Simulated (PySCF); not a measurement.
# Atomic charges by several schemes

C₃H₃FN (charge -1).
Cartesian coordinates in Å at the PBE0-D3(BJ)/def2-SVP level; atoms count from 1:
```
atom  x, y, z in Å
C1    -0.9285   -0.1046   -0.1917
C2     0.3931    0.5577   -0.0050
F3     0.3260    1.4685    1.0813
C4     1.5562   -0.2099   -0.0153
N5     2.5696   -0.8125   -0.1210
H6    -0.8456   -0.8850   -0.9667
H7    -1.3408   -0.6012    0.7261
H8    -1.7177    0.5994   -0.5297
```

Density: PBE0/pcSseg-1 (PySCF); schemes: Mulliken, IAO, Hirshfeld and ESP-fitted. Isolated species at its PBE0-D3(BJ)/def2-SVP geometry, gas phase. The pcSseg-1 basis has no diffuse functions, a weakness for an anion. The HOMO energy is positive at this level (+0.76 eV), so the outermost electrons may be held by the finite basis alone.

Problem. Atoms with like bonding are taken together and averaged. At which atom do the 4 schemes differ most?

Solution. At C2: from -0.798 (ESP-fitted) to -0.042 e (Mulliken), 0.756 e apart.

Problem. For which atoms does the sign change between the 4 schemes (beyond +0.03 e in one, beyond −0.03 e in another)?

Solution. C1, C4 and H6/H7/H8.

Problem. Do the Mulliken, IAO, Hirshfeld and ESP-fitted schemes agree on where the charge is lowest?

Solution. The schemes don't all agree: Mulliken N5 (-0.446); IAO N5 (-0.483); Hirshfeld N5 (-0.426); ESP-fitted C2 (-0.798).

Problem. Give the atomic charges in each scheme.

Solution. In e; atoms taken as equivalent share a row and are averaged (×n: the atom named and its like, n in all):

| atom | environment | Mulliken | IAO | Hirshfeld | ESP-fitted |
| --- | --- | --- | --- | --- | --- |
| C1 | methyl carbon | -0.278 | -0.393 | -0.163 | +0.215 |
| C2 | carbon bonded to 2 C and F | -0.042 | -0.118 | -0.149 | -0.798 |
| F3 | fluorine bonded to C | -0.401 | -0.375 | -0.210 | -0.134 |
| C4 | carbon bonded to C and N | -0.018 | +0.074 | -0.053 | +0.623 |
| N5 | nitrogen bonded to C | -0.446 | -0.483 | -0.426 | -0.781 |
| H6/H7/H8 | methyl hydrogen | +0.061 | +0.098 | 0.000 | -0.042 |

Mean size of the charges over all atoms: ESP-fitted 0.335 e, IAO 0.217 e, Mulliken 0.171 e, Hirshfeld 0.130 e. Each set sums to the total charge, -1, to within 0.001 e. The Mulliken scheme counts on each atom the diagonal of the density matrix times the overlap matrix over that atom's basis functions.

Some averages cover members that differ in this geometry: H6/H7/H8, IAO +0.067 to +0.126; H6/H7/H8, Mulliken +0.034 to +0.078; H6/H7/H8, ESP-fitted -0.069 to -0.026; H6/H7/H8, Hirshfeld -0.018 to +0.019 e.

Problem. Sum the charges by element, for elements with more than one atom.

Solution. 
```csv
element,atoms,Mulliken,IAO,Hirshfeld,ESP-fitted
C,3,-0.337,-0.437,-0.364,+0.040
H,3,+0.184,+0.295,0.000,-0.125
```

Problem. How closely do the schemes follow one another over all atoms?

Solution. Correlation coefficient and root-mean-square difference: Mulliken with IAO 0.97, 0.065 e; Mulliken with Hirshfeld 0.91, 0.096 e; IAO with Hirshfeld 0.91, 0.127 e; Hirshfeld with ESP-fitted 0.59, 0.381 e; IAO with ESP-fitted 0.41, 0.409 e; Mulliken with ESP-fitted 0.32, 0.424 e.

Problem. How many electrons does the ESP-fitted scheme count on C1?

Solution. Z − q = 6 − (+0.215) = 5.785.
